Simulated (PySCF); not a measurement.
C3H8O, quintet, geometry from GFN2-xTB of the parent state (a higher spin typed on purpose: for a closed-shell molecule this is an excited state) (in this run its highest filled SCF level lies above zero, so its values depend strongly on the basis, on diffuse functions most of all); PySCF with SVWN5/STO-3G.

Input for PySCF:
```python
from pyscf import gto, scf, dft

mol = gto.Mole()
mol.atom = '''
    O     0.022172   -0.706372   -0.008918
    C    -0.001910    0.703791    0.009063
    C     1.319408   -1.235776   -0.004276
    C    -1.449207    1.167504    0.002248
    H     0.515371    1.075025    0.908962
    H     0.531117    1.097999   -0.871671
    H     1.215575   -2.318745   -0.019167
    H     1.887160   -0.910900   -0.886220
    H     1.871403   -0.933890    0.895656
    H    -1.949854    0.799068   -0.888595
    H    -1.965443    0.776323    0.874298
    H    -1.492447    2.252984    0.015870
'''
mol.basis = 'sto-3g'
mol.charge = 0
mol.spin = 4
mol.verbose = 3
mol.build()

mf = dft.UKS(mol)
mf.xc = 'lda,vwn'
mf.kernel()
mf.analyze()
```

Output, abridged:

```
converged SCF energy = -189.334775708428  <S^2> = 6.0016947  2S+1 = 5.0006778
**** MO energy ****
                             alpha | beta                alpha | beta
MO #1   energy= -18.4604514184668  | -18.4103128231884  occ= 1 | 1
MO #2   energy= -9.55248110803641  | -9.55111340147426  occ= 1 | 1
MO #3   energy= -9.50823592983288  | -9.49077588859389  occ= 1 | 1
MO #4   energy= -9.48034605995703  | -9.46163609376308  occ= 1 | 1
MO #5   energy= -0.95385687884898  | -0.84461035190657  occ= 1 | 1
MO #6   energy= -0.626984774147108 | -0.599062016114147 occ= 1 | 1
MO #7   energy= -0.548709842907887 | -0.510445442938142 occ= 1 | 1
MO #8   energy= -0.501026286191767 | -0.462540833080459 occ= 1 | 1
MO #9   energy= -0.398455172699541 | -0.35093074916038  occ= 1 | 1
MO #10  energy= -0.392889978573237 | -0.33796052212566  occ= 1 | 1
MO #11  energy= -0.365307286943675 | -0.305997084164013 occ= 1 | 1
MO #12  energy= -0.31711375413924  | -0.292530347699148 occ= 1 | 1
MO #13  energy= -0.281392778986107 | -0.262438756086385 occ= 1 | 1
MO #14  energy= -0.25385197710374  | -0.232876858562174 occ= 1 | 1
MO #15  energy= -0.25231254839372  | -0.214362051808816 occ= 1 | 1
MO #16  energy= -0.241947333482066 | -0.17217072518385  occ= 1 | 0
MO #17  energy= -0.204027603641901 | -0.0975909292812379 occ= 1 | 0
MO #18  energy= 0.252996404600165  | 0.344366309478802  occ= 1 | 0
MO #19  energy= 0.328703970985844  | 0.400065388866373  occ= 1 | 0
MO #20  energy= 0.381598706955715  | 0.41698288866004   occ= 0 | 0
MO #21  energy= 0.406351210986246  | 0.438879430589902  occ= 0 | 0
MO #22  energy= 0.42684680432304   | 0.463236988260348  occ= 0 | 0
MO #23  energy= 0.432783439829543  | 0.467023669688089  occ= 0 | 0
MO #24  energy= 0.446535437193082  | 0.470469444485774  occ= 0 | 0
MO #25  energy= 0.470744239658579  | 0.494323277772303  occ= 0 | 0
MO #26  energy= 0.482836290876453  | 0.510961194595359  occ= 0 | 0
MO #27  energy= 0.490216207167343  | 0.519635888179966  occ= 0 | 0

To work with the spin densities directly, `use mulliken_meta_spin()` only printing them here.

 ** Mulliken spin pop alpha/beta on meta-lowdin orthogonal AOs **
 ** Mulliken Spin Density (per atom)  **
spin density of  0 O =      2.03953
spin density of  1 C =      0.72167
spin density of  2 C =      0.76852
spin density of  3 C =      0.06689
spin density of  4 H =      0.07168
spin density of  5 H =      0.07168
spin density of  6 H =      0.03994
spin density of  7 H =      0.06389
spin density of  8 H =      0.06389
spin density of  9 H =      0.01717
spin density of  10 H =      0.01717
spin density of  11 H =      0.05797
 ** Mulliken pop alpha/beta on meta-lowdin orthogonal AOs **
 ** Mulliken atomic charges   ( Nelec_alpha | Nelec_beta ) **
charge of  0O =      0.29595  (     4.87179      2.83226 )
charge of  1C =     -0.21012  (     3.46590      2.74422 )
charge of  2C =     -0.31445  (     3.54148      2.77297 )
charge of  3C =     -0.18881  (     3.12785      3.06096 )
charge of  4H =      0.06752  (     0.50208      0.43040 )
charge of  5H =      0.06752  (     0.50208      0.43040 )
charge of  6H =      0.03016  (     0.50489      0.46495 )
charge of  7H =      0.06738  (     0.49825      0.43437 )
charge of  8H =      0.06738  (     0.49825      0.43437 )
charge of  9H =      0.04677  (     0.48520      0.46803 )
charge of  10H =      0.04677  (     0.48520      0.46803 )
charge of  11H =      0.02392  (     0.51703      0.45905 )
Dipole moment(X, Y, Z, Debye):  0.26875, -0.41669, -0.00300
```
